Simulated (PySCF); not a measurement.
Methylketene, C3H4O.
Numbering: `[CH3:1][CH:2]=[C:3]=[O:4]` (hydrogens: H5, H6, H7 on C1; H8 on C2)

Method used: PBE0-D3(BJ)/def2-SVP geometry optimisation, gas phase (PySCF 2.14.0).

**Question.** Give the optimised bond lengths and angles.

**Answer.** 
| bond | length (Å) | order |
| --- | --- | --- |
| C1–C2 | 1.503 | single |
| C2=C3 | 1.317 | double |
| C3=O4 | 1.164 | double |
| C1–H5, C1–H6, C1–H7 | 1.101 | single |
| C2–H8 | 1.095 | single |

Bonds in one row agree within 0.01 Å and their mean is given. Orders are formal, as drawn. A selection of angles:
| angle | degrees |
| --- | --- |
| C2–C1–H5 | 111.6 |
| H5–C1–H6 | 107.6 |
| C1–C2–C3 | 124.4 |
| C1–C2–H8 | 120.6 |
| C3–C2–H8 | 115.0 |
| C2–C3–O4 | 179.7 |

The 4 heavy atoms lie in one plane (0.001 Å rms). The 2 C–C bonds span 1.317 Å (C2=C3, drawn double) to 1.503 Å (C1–C2, drawn single), a spread of 0.186 Å.

Point group: near Cs, missed by 0.15 Å at most; the miss may be what the optimiser left on a soft mode. PBE0-D3(BJ)/def2-SVP frequencies: not computed here.
